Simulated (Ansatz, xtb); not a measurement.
# C2H4FN: 3 structures ranked

3 gas-phase structures of C2H4FN, from a drawn sample of its isomers (lower ones may exist). Each was relaxed with GFN2-xTB:

A. `N/C=C/F`, a singlet
B. `N/C=C\F`, a singlet
C. `C=C(N)F`, a singlet

Problem. Estimate their order in r2SCAN-D4/def2-SVP energy at these geometries, lowest first.

Solution. Calculated order at r2SCAN-D4/def2-SVP: C (0.0), B (28.9), A (42.0) kJ/mol.

Energies above the lowest of each column, in kJ/mol; the last columns are at PBE-D3(BJ)/def2-SVP geometries:

```
structure  GFN2-xTB  HF/STO-3G  r2SCAN-D4/def2-SVP  PBE-D3(BJ)/def2-SVP  CCSD(T)/def2-TZVP
        C       0.0        0.0                 0.0                  0.0                0.0
        B      17.8       22.2                28.9                 25.6               25.0
        A      17.8       23.5                42.0                 36.9               38.4
```

Every level run on C puts it lowest or level with the lowest. Flexible structures stand in one conformer each, not always the lowest.

Programs: Ansatz 0.2.0, xtb 6.7.1.
